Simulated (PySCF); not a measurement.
PySCF input:

```python
from pyscf import gto, scf, dft

mol = gto.M(
    atom='''
    N     0.00456047    0.00186225    0.14178543
    H    -0.02755881    0.79955398   -0.50646319
    H    -0.00436445   -0.81258975   -0.48603483
    ''',
    basis='def2-tzvpd',
    charge=0,
    spin=1,
    verbose=4,
)

mf = dft.UKS(mol, xc='pw6b95').density_fit(auxbasis='def2-universal-jkfit')
mf.grids.level = 3
mf.conv_tol = 1e-9
mf.max_cycle = 100
mf.max_memory = 1500
mf.kernel()
if not mf.converged:
    mf = mf.newton()
    mf.kernel(mf.make_rdm1())
for _ in range(2):
    mo, _, stable, _ = mf.stability(return_status=True)
    if stable:
        break
    mf.kernel(mf.make_rdm1(mo, mf.mo_occ))
mf.analyze()
```

Problem. What final total energy does it print?

Solution. -55.96396 Eh (PW6B95/def2-TZVPD).
